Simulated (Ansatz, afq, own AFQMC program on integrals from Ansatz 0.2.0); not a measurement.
Integrals from Ansatz 0.2.0, then the random walk in our own AFQMC program (afq).

```yaml
crystal:
  periodic: [false, false, false]
  atoms:
    - {symbol: Sb, position_ang: [0.000000, 0.000000, 0.000000]}
basis:
  gaussian: {orbitals: def2-SVP}
magnetization: {spin_polarized: true, initial_magnetization: 3}
correlation: {method: ccsd_t, electrons: outside_noble_gas, hamiltonian_folder: ham}
```

```sh
$ ansatz run in.yaml --threads 1 --pin off --events-out ev --progress --plain --max-ram 24576MiB --backend cuda --devices 0, --max-vram 18GiB
```

Options of the walk:

```
--method phaseless --trial hf --walkers 4000 --populations 20 --least-time 40 --time-step 0.005 --steps-per-block 20 --equilibration-blocks 112 --max-blocks 4000 --target-error 0.00042 --factor-cut 1e-05 --start spin_pure --seed 5481 --taylor-order 6
```

Times are imaginary, in 1/Eh. The walk had a cap of 49 s. With eight or more populations the least sampling time is a fifth of least-time, and the error comes from their spread. Filled inner d shells are frozen with the cores. Core potentials past Kr, no spin–orbit coupling.

Log:

```
orbitals 17  electrons 4 1  factors 104 of 153
reference energy -239.27334665 Eh
CCSD correlation -0.05872791 Eh in 9 cycles, weight of the determinant in the CISD state 0.9528
energy of the start -239.273352 Eh
 block  time / (1/Eh)  mean weight  energy / Eh
     1     0.100  1.0001  -239.280137
     2     0.200  1.0003  -239.286324
     3     0.300  1.0003  -239.291431
     4     0.400  1.0003  -239.295952
     5     0.500  1.0004  -239.300402
     7     0.700  1.0003  -239.307498
     9     0.900  1.0001  -239.312752
    13     1.300  1.0001  -239.320107
    25     2.500  1.0000  -239.329327
    37     3.700  0.9999  -239.329731
    49     4.900  1.0000  -239.330524
    61     6.100  1.0000  -239.331813
    73     7.300  0.9999  -239.333664
    85     8.500  1.0000  -239.333879
    97     9.700  1.0000  -239.331930
   109    10.900  0.9999  -239.332674
   121    12.100  1.0000  -239.334287
   127    12.700  1.0000  -239.335586
   133    13.300  1.0000  -239.334219
   145    14.500  0.9999  -239.332496
   157    15.700  0.9999  -239.332608
   169    16.900  0.9998  -239.331897
   181    18.100  1.0001  -239.332302
   193    19.300  1.0002  -239.332048
   205    20.500  1.0001  -239.331922
   217    21.700  1.0000  -239.331896
   229    22.900  1.0000  -239.332643
   241    24.100  1.0001  -239.332776
   247    24.700  0.9999  -239.332025
error from the spread of 20 populations
energy -239.332752 +/- 0.000414 Eh
(rows thinned)
```

The run passed its tests (sampling time, drift between the halves within three errors, error under three times the target), which doesn't prove that it has relaxed.

Against this walk (error 11.3 meV) on the same determinant: CCSD(T) 2.0 meV higher (within the noise), CCSDT(Q) 3.8 meV lower (within the noise), CCSDTQ 4.3 meV lower (within the noise), full CI 4.3 meV lower (within the noise), a separate phaseless walk with a CISD trial and standard settings 3.8 ± 11.3 meV lower (within the noise). The error is statistical and leaves out the bias of the constraint.

Cautions: constraint bias not in the error; no spin-orbit coupling; inner d shell frozen.

The walk took 42 s on 1 × NVIDIA H100 80GB HBM3 with 2 threads of AMD EPYC 7R13 Processor (Zen 3), with other jobs on the host (the card was shared). The log's last line is the phaseless energy.

CCSDT and higher add their correlation energy to the determinant of the CCSD(T) run, since their own runs factorise the integrals more tightly (a shift of under 2 meV). A walk keeps the symmetry of its determinant, which the program's search chose and which needn't be the lowest solution, so a lower state of the same spin and another symmetry isn't excluded.
